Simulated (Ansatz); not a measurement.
A short molecular-dynamics run on C3H7NO, SMILES `C/N=C(\C)O`.

```yaml
crystal:
  periodic: [false, false, false]
  atoms:
    - {symbol: C, position_ang: [-1.533977, 0.495249, 0.330046]}
    - {symbol: N, position_ang: [-0.188506, 0.944554, 0.585676]}
    - {symbol: C, position_ang: [0.774011, 0.255357, 0.150664]}
    - {symbol: C, position_ang: [0.714239, -1.018010, -0.626793]}
    - {symbol: O, position_ang: [2.036751, 0.665467, 0.383699]}
    - {symbol: H, position_ang: [-2.238443, 1.198326, 0.775131]}
    - {symbol: H, position_ang: [-1.758893, 0.435968, -0.742717]}
    - {symbol: H, position_ang: [-1.735085, -0.493389, 0.762556]}
    - {symbol: H, position_ang: [0.186556, -1.783557, -0.052674]}
    - {symbol: H, position_ang: [1.713036, -1.375572, -0.867148]}
    - {symbol: H, position_ang: [0.153320, -0.866773, -1.552254]}
    - {symbol: H, position_ang: [1.953789, 1.487381, 0.887813]}
basis:
  gaussian: {orbitals: def2-SVP}
hamiltonian: {xc: {name: PBE}, dispersion: d3bjatm}
md: {timestep: 2 fs, n_steps: 30, ensemble: nvt_langevin, temperature: 500, initial_velocities: maxwell_boltzmann, friction: 0.01, seed: 676}
```

```sh
$ ansatz run in.yaml --threads 4 --pin off --events-out ev --progress --plain --max-ram 10444MiB
```

```
step  time (fs)  potential energy (eV)  kinetic (eV)  T (K)  conserved (eV)
   0        0.0             -6748.9602        0.7109    458               –
   1        2.0             -6748.5607        0.5189    335               –
   2        4.0             -6748.5872        0.4887    315               –
   3        6.0             -6748.5205        0.5723    369               –
   4        8.0             -6748.3898        0.4806    310               –
   5       10.0             -6748.5364        0.6391    412               –
   6       12.0             -6748.4898        0.5899    380               –
   7       14.0             -6748.3693        0.5338    344               –
   8       16.0             -6748.5076        0.6214    401               –
   9       18.0             -6748.3286        0.4957    320               –
  10       20.0             -6748.3508        0.5301    342               –
  11       22.0             -6748.4388        0.6030    389               –
  12       24.0             -6748.2986        0.5234    337               –
  13       26.0             -6748.5383        0.7739    499               –
  14       28.0             -6748.5396        0.7682    495               –
  15       30.0             -6748.4929        0.6947    448               –
  16       32.0             -6748.6235        0.7847    506               –
  17       34.0             -6748.4838        0.6374    411               –
  18       36.0             -6748.6260        0.7495    483               –
  19       38.0             -6748.7103        0.7891    509               –
  20       40.0             -6748.4530        0.5735    370               –
  21       42.0             -6748.6242        0.6925    446               –
  22       44.0             -6748.4442        0.5465    352               –
  23       46.0             -6748.5465        0.6806    439               –
  24       48.0             -6748.5690        0.7409    478               –
  25       50.0             -6748.4290        0.6450    416               –
  26       52.0             -6748.4449        0.6627    427               –
  27       54.0             -6748.4815        0.6448    416               –
  28       56.0             -6748.5318        0.7723    498               –
  29       58.0             -6748.7905        1.0954    706               –
  30       60.0             -6748.6235        0.9538    615               –
```

Velocities are drawn at the set temperature; a run this short doesn't reach equilibrium.

Frames (Å, forces in eV/Å):

```xyz
12
time=0.0 fs
C    -1.534    0.495    0.330    0.435    0.250    0.149
N    -0.189    0.945    0.586   -0.870    0.709    0.445
C     0.774    0.255    0.151    0.710   -0.390   -0.250
C     0.714   -1.018   -0.627    0.052    0.146    0.088
O     2.037    0.665    0.384    0.652   -0.499   -0.314
H    -2.238    1.198    0.775   -0.467    0.345    0.220
H    -1.759    0.436   -0.743   -0.165   -0.061   -0.552
H    -1.735   -0.493    0.763   -0.154   -0.523    0.196
H     0.187   -1.784   -0.053   -0.275   -0.407    0.267
H     1.713   -1.376   -0.867    0.508   -0.203   -0.135
H     0.153   -0.867   -1.552   -0.291    0.047   -0.475
H     1.954    1.487    0.888   -0.137    0.587    0.361
12
time=4.0 fs
C    -1.523    0.466    0.325   -2.395    0.708    0.370
N    -0.182    0.917    0.604   -2.844    1.903    0.593
C     0.757    0.271    0.125    3.445   -0.999   -0.240
C     0.698   -0.996   -0.633    0.356   -0.291   -0.508
O     2.054    0.680    0.381   -0.729    0.383    0.545
H    -2.353    1.184    0.814    1.683   -1.248   -0.597
H    -1.891    0.486   -0.807    1.000   -0.410    1.607
H    -1.669   -0.567    0.818   -0.244    0.838   -0.820
H     0.112   -1.725   -0.069   -0.333   -0.398    0.332
H     1.700   -1.435   -0.819   -0.165    0.213   -0.180
H     0.128   -0.811   -1.555    0.047   -0.175   -0.446
H     1.919    1.440    1.022    0.178   -0.523   -0.654
12
time=8.0 fs
C    -1.548    0.446    0.324    1.552   -0.561    0.069
N    -0.204    0.902    0.631   -0.215    0.564   -0.689
C     0.776    0.268    0.101    0.916    1.270    1.328
C     0.691   -0.970   -0.643   -2.311   -2.507   -1.562
O     2.064    0.699    0.383   -1.035   -0.477    0.059
H    -2.265    1.031    0.800   -1.556    1.681    1.717
H    -1.933    0.518   -0.700    0.559   -0.448   -0.919
H    -1.664   -0.550    0.755   -0.405   -0.915   -0.179
H    -0.025   -1.709   -0.003    1.418    1.284   -1.336
H     1.667   -1.486   -0.813   -0.355    0.302   -0.089
H     0.087   -0.797   -1.664    1.239   -0.466    1.753
H     1.884    1.348    1.100    0.194    0.273   -0.151
12
time=12.0 fs
C    -1.561    0.421    0.334   -0.973    0.418    2.050
N    -0.235    0.887    0.648    2.300   -0.472   -1.263
C     0.803    0.271    0.094   -1.757    1.908    1.662
C     0.654   -0.971   -0.670    2.607    0.090    1.395
O     2.069    0.715    0.374   -0.969   -0.515    0.147
H    -2.324    1.024    0.974    0.882   -0.694   -0.870
H    -1.902    0.492   -0.707    0.140    0.118   -0.583
H    -1.710   -0.645    0.654   -0.063    0.037   -0.142
H     0.007   -1.542   -0.065   -1.167   -1.551    0.978
H     1.596   -1.498   -0.830    0.437   -0.215   -0.049
H     0.179   -0.838   -1.565   -1.606    0.555   -3.135
H     1.894    1.311    1.138    0.170    0.321   -0.190
12
time=16.0 fs
C    -1.577    0.397    0.364   -0.947   -0.005   -0.207
N    -0.248    0.869    0.645    2.205   -0.458   -0.494
C     0.811    0.283    0.110   -2.523    0.529    0.326
C     0.636   -0.971   -0.698   -0.683   -0.063   -0.607
O     2.065    0.720    0.359   -0.492    0.306    0.971
H    -2.308    0.956    1.078    0.681   -0.654   -1.342
H    -1.848    0.470   -0.766    0.024    0.474    1.300
H    -1.783   -0.718    0.511    0.416    0.485    0.322
H    -0.086   -1.527   -0.024    0.487   -0.273   -0.842
H     1.555   -1.542   -0.877    0.284   -0.135    0.158
H     0.133   -0.838   -1.735    0.429    0.113    1.336
H     1.946    1.334    1.147    0.120   -0.319   -0.920
12
time=20.0 fs
C    -1.600    0.374    0.384    3.135   -1.447   -1.740
N    -0.236    0.839    0.632   -0.649    0.731    1.232
C     0.788    0.295    0.131   -0.396   -1.659   -1.614
C     0.611   -0.978   -0.739   -0.096   -0.509    0.509
O     2.054    0.719    0.351   -0.017   -0.580   -0.337
H    -2.236    0.841    1.036   -2.276    1.642    1.749
H    -1.788    0.525   -0.670   -0.784    0.835   -0.920
H    -1.813   -0.719    0.394    0.441   -0.380    0.668
H    -0.147   -1.550   -0.073    1.041    0.124   -1.159
H     1.545   -1.591   -0.908   -0.524    0.455    0.318
H     0.124   -0.854   -1.768    0.361    0.313    1.050
H     2.028    1.343    1.093   -0.235    0.475    0.244
12
time=24.0 fs
C    -1.597    0.347    0.390   -0.708    1.684    0.093
N    -0.228    0.818    0.635   -3.923    1.873    2.372
C     0.751    0.293    0.128    2.750   -3.150   -2.368
C     0.587   -0.992   -0.772    2.187    1.725    2.085
O     2.036    0.711    0.342    0.015    0.097    0.349
H    -2.366    0.875    1.132    1.417   -1.022   -1.282
H    -1.853    0.690   -0.661   -0.237   -0.095    0.609
H    -1.800   -0.757    0.357    0.335    0.228    0.405
H    -0.097   -1.604   -0.261   -1.390   -1.290    1.091
H     1.476   -1.584   -0.902    1.059   -0.238   -0.162
H     0.153   -0.803   -1.700   -0.933    0.808   -2.334
H     2.075    1.386    1.083   -0.571   -0.618   -0.859
12
time=28.0 fs
C    -1.608    0.351    0.399    0.325    0.900   -1.590
N    -0.260    0.821    0.666   -0.349    0.369    0.361
C     0.733    0.262    0.096   -0.151   -1.108    0.351
C     0.583   -0.998   -0.783   -0.737    0.072   -1.013
O     2.011    0.693    0.331   -0.112   -1.734   -1.582
H    -2.335    0.789    1.077   -0.260    0.126    0.927
H    -1.940    0.864   -0.592    0.260   -1.166    0.747
H    -1.731   -0.771    0.388   -0.076    0.503   -0.230
H    -0.174   -1.764   -0.339    0.879    1.241   -0.420
H     1.534   -1.579   -0.908   -0.277    0.554   -0.234
H     0.111   -0.652   -1.829    1.035   -0.820    1.773
H     2.030    1.383    0.985   -0.537    1.062    0.910
12
time=32.0 fs
C    -1.615    0.363    0.395    0.080    0.211    1.838
N    -0.296    0.828    0.704    2.941   -0.932   -1.489
C     0.716    0.220    0.071   -2.158    0.994    2.566
C     0.573   -1.002   -0.805    1.482    0.071    0.474
O     1.988    0.657    0.303   -0.520    0.852    0.607
H    -2.329    0.716    1.166    0.064   -0.079    0.359
H    -1.979    0.886   -0.463   -0.570    0.118   -1.713
H    -1.692   -0.736    0.384   -0.320   -0.334   -0.509
H    -0.138   -1.769   -0.446   -0.130    0.238    0.265
H     1.571   -1.509   -0.929   -0.539    0.408   -0.223
H     0.187   -0.601   -1.736   -0.158   -0.157   -1.053
H     1.906    1.458    0.941   -0.172   -1.391   -1.122
12
time=36.0 fs
C    -1.615    0.379    0.409   -1.872    0.752    1.546
N    -0.293    0.819    0.728    2.446   -0.993   -1.818
C     0.687    0.188    0.079   -1.868    0.767    1.993
C     0.571   -1.007   -0.817   -0.322    1.773   -0.499
O     1.957    0.628    0.279   -0.450   -1.149   -0.922
H    -2.335    0.656    1.322    1.086   -0.389   -1.659
H    -2.047    0.904   -0.517    0.320   -0.586    0.730
H    -1.683   -0.731    0.317   -0.276    0.075   -0.298
H    -0.135   -1.766   -0.508   -0.508   -0.479    0.385
H     1.550   -1.388   -0.962    1.398   -0.864   -0.259
H     0.236   -0.587   -1.789   -0.121   -0.302   -0.197
H     1.758    1.415    0.780    0.167    1.395    0.997
12
time=40.0 fs
C    -1.632    0.402    0.441    2.153   -1.378   -2.742
N    -0.263    0.803    0.738   -0.997    0.130   -0.496
C     0.642    0.167    0.108    0.562   -0.702   -0.498
C     0.561   -1.001   -0.839    0.290   -0.356   -1.630
O     1.915    0.596    0.246   -0.447    1.900    0.988
H    -2.196    0.590    1.268   -2.404    0.826    2.688
H    -2.060    0.852   -0.496    0.159    0.322    0.471
H    -1.691   -0.701    0.219   -0.159    0.235    0.245
H    -0.214   -1.811   -0.543    1.260    0.926   -0.331
H     1.655   -1.348   -1.009   -1.588   -0.114    0.417
H     0.261   -0.606   -1.901    0.157   -0.511    1.474
H     1.668    1.461    0.756    1.014   -1.278   -0.586
12
time=44.0 fs
C    -1.631    0.406    0.453   -0.154    0.297    2.489
N    -0.244    0.789    0.743   -3.785    1.124    0.880
C     0.612    0.143    0.132    2.180   -1.847   -2.832
C     0.551   -1.000   -0.885    0.754    1.159    1.195
O     1.871    0.576    0.215    1.610   -1.531   -0.926
H    -2.260    0.609    1.414    0.550   -0.274   -1.543
H    -2.072    0.882   -0.420   -0.212    1.055   -0.409
H    -1.724   -0.642    0.169   -0.123   -0.937    0.243
H    -0.154   -1.741   -0.604   -0.926   -1.368    0.396
H     1.563   -1.362   -1.008    0.691   -0.730    0.330
H     0.334   -0.684   -1.881   -0.756    0.879   -1.232
H     1.744    1.381    0.678    0.171    2.171    1.407
12
time=48.0 fs
C    -1.631    0.411    0.487   -1.332    0.460   -0.511
N    -0.262    0.788    0.753   -1.468   -0.656   -0.224
C     0.615    0.096    0.135   -0.471    0.830   -1.212
C     0.552   -0.990   -0.920   -0.452   -1.240    0.163
O     1.841    0.548    0.184    3.232    2.008    1.007
H    -2.251    0.589    1.410    0.120   -0.108   -0.490
H    -2.120    1.064   -0.374    0.794   -0.863    1.307
H    -1.774   -0.672    0.166    0.017    0.665    0.239
H    -0.179   -1.800   -0.621    0.217    0.585   -0.434
H     1.543   -1.496   -0.958   -0.122    0.202    0.007
H     0.342   -0.631   -1.978   -0.082   -0.024    0.968
H     1.865    1.440    0.705   -0.454   -1.861   -0.820
12
time=52.0 fs
C    -1.646    0.417    0.517    0.009    0.281   -0.385
N    -0.291    0.779    0.757    1.938   -2.304   -1.268
C     0.621    0.047    0.115   -2.624    2.936    0.778
C     0.551   -0.995   -0.957    0.237   -2.014    0.631
O     1.837    0.526    0.167    3.010   -1.889   -1.337
H    -2.225    0.562    1.408   -0.795    0.102    1.197
H    -2.053    1.163   -0.195   -0.368   -0.195   -0.398
H    -1.809   -0.625    0.186   -0.192   -0.142   -0.360
H    -0.201   -1.791   -0.705   -0.115    0.577   -0.377
H     1.526   -1.611   -0.919   -0.863    1.046   -0.438
H     0.352   -0.539   -1.964    0.178   -0.324    0.468
H     1.916    1.308    0.673   -0.415    1.926    1.489
12
time=56.0 fs
C    -1.663    0.417    0.541   -1.144    0.952    2.575
N    -0.296    0.745    0.742    1.750   -1.952   -0.778
C     0.601    0.035    0.096   -0.624    2.404    0.663
C     0.541   -1.016   -0.982   -1.855    0.688    1.544
O     1.868    0.497    0.151    1.153    0.926    1.055
H    -2.274    0.558    1.553    0.973   -0.398   -1.497
H    -2.025    1.249   -0.065   -0.853    0.073   -0.769
H    -1.887   -0.585    0.159   -0.238   -0.351   -0.455
H    -0.288   -1.702   -0.822   -0.644   -0.314   -0.041
H     1.420   -1.586   -0.945    1.940   -0.996   -0.246
H     0.403   -0.485   -1.907    0.024    0.276   -1.123
H     1.904    1.301    0.779   -0.481   -1.307   -0.928
12
time=60.0 fs
C    -1.693    0.428    0.593   -0.064    0.265   -3.150
N    -0.284    0.685    0.712   -1.670    0.542    1.355
C     0.571    0.041    0.082    3.188   -0.842   -1.826
C     0.509   -1.037   -0.974   -0.163    0.286   -0.905
O     1.908    0.475    0.142   -1.137   -1.221   -0.311
H    -2.190    0.484    1.531   -0.703    0.006    1.509
H    -2.101    1.333   -0.040    0.191   -1.414    0.797
H    -2.009   -0.575    0.050    0.465    1.421    0.752
H    -0.437   -1.636   -0.946    0.546   -0.012    0.127
H     1.470   -1.643   -1.018   -0.986    0.342    0.239
H     0.467   -0.451   -1.949    0.075   -0.542    0.525
H     1.824    1.145    0.817    0.258    1.170    0.888
```

It took 20 s on 4 threads of an Intel Xeon Platinum 8488C on a shared host, with 0.5 GiB of host memory at the peak.
